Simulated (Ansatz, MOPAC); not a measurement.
Molecule: Si₂H₅, net charge 0, doublet state. SMILES: [SiH2][SiH3]

Atoms: Si1, Si2, H3, H4, H5, H6, H7. Bonds: Si1-Si2, Si1-H3, Si1-H4, Si2-H5, Si2-H6, Si2-H7.

Bond lengths (Å) and angles (degrees) optimised at AM1 with MOPAC; HF/3-21G with Ansatz (a quantum-chemistry and plane-wave program); B3LYP/6-31G* with Ansatz, each started from the B3LYP-D3(BJ)/def2-TZVP structure (Ansatz) of the last column. A row stands for all coordinates that are equal there; 8 of 10 kinds are shown. 6-31G* holds six Cartesian d functions.

| coordinate | AM1 | HF/3-21G | B3LYP/6-31G* | B3LYP-D3(BJ)/def2-TZVP |
|---|---|---|---|---|
| Si1-Si2 | 2.399 | 2.376 | 2.342 | 2.333 |
| Si1-H3 | 1.460 to 1.467 | 1.489 | 1.492 | 1.486 |
| Si2-H6 | 1.466 | 1.487 | 1.488 | 1.482 |
| Si2-Si1-H3 | 115.3 | 113.9 | 114.0 | 114.1 |
| Si1-Si2-H5 | 109.9 | 111.7 | 112.7 | 112.6 |
| Si1-Si2-H6 | 109.2 | 109.0 | 109.5 | 109.0 |
| Si1-Si2-H7 | 109.2 | 109.0 | 109.5 | 109.1 |
| H3-Si1-H4 | 113.2 | 110.3 | 109.0 | 109.5 |

A range marks coordinates that this level makes unequal.

Mean signed difference of all 6 bond lengths from B3LYP-D3(BJ)/def2-TZVP: AM1 -0.006 Å, HF/3-21G 0.010 Å, B3LYP/6-31G* 0.007 Å.
